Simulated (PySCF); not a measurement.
Phosphorus: a sound run and one with changed settings

Sound run: P [Ne] 3s2 3p3, P+ [Ne] 3s2 3p2. All numbers are calculated (PySCF 2.14, the spin-free X2C one-electron Hamiltonian (Gaussian nucleus), in aug-cc-pVDZ-DK (5s4p2d, 27 functions)). In the sound run the correlated levels freeze [Ne]. The sound run starts from symmetry-adapted Hartree-Fock orbitals and uses a fine grid where one is needed.

Changed run: initial guess atom, at most 50 SCF cycles.

```tsv
species	method	sound run (hartree)	changed run (hartree)	converged
P	UHF	-341.52431	-341.52431	yes
P	PBE0	-341.95492	-341.95492	yes
P	CCSD(T)	-341.61094	-341.61094	yes
P+	M06-2X	-341.68497	-341.68497	yes
P+	MP2	-341.20966	-341.20966	yes
```

Here the plain start reaches the same solutions.
